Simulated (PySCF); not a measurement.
CH4S, SMILES CS (connectivity only; charge and spin as stated), charge +1, multiplicity 2.

Coordinates come from a PBE0-D3(BJ)/def2-TZVP optimisation. The spin state was assumed, not searched.

The numbers are results of TDA-LC-ωPBE/def2-TZVPD (PySCF), not measurements.

Vertical excitations. The molecule is in vacuum.

| state | energy (eV) | λ (nm) | f | main pairs |
|---|---|---|---|---|
| root 1 | 2.85 | 436 | 0.001 | β HOMO→LUMO 93 % |
| root 2 | 4.79 | 259 | 0.000 | β HOMO−1→LUMO 88 % |
| root 3 | 6.05 | 205 | 0.051 | β HOMO−2→LUMO 97 % |
| root 4 | 6.70 | 185 | 0.004 | β HOMO−3→LUMO 86 % |
| root 5 | 7.58 | 164 | 0.000 | α HOMO→LUMO 84 % |
| root 6 | 7.85 | 158 | 0.000 | α HOMO−1→LUMO 32 %, β HOMO→LUMO+1 45 % |
| root 7 | 8.77 | 141 | 0.000 | α HOMO→LUMO+1 76 % |
| root 8 | 9.34 | 133 | 0.000 | α HOMO−1→LUMO+1 31 %, α HOMO−2→LUMO 6 %, β HOMO→LUMO+2 17 %, β HOMO−1→LUMO+1 9 % |
| root 9 | 9.77 | 127 | 0.076 | α HOMO−1→LUMO 47 %, β HOMO→LUMO+1 34 % |
| root 10 | 10.07 | 123 | 0.002 | α HOMO−2→LUMO 32 %, α HOMO−1→LUMO+1 18 %, β HOMO−1→LUMO+1 24 %, β HOMO→LUMO+2 5 % |
Unrestricted roots are not spin-pure.
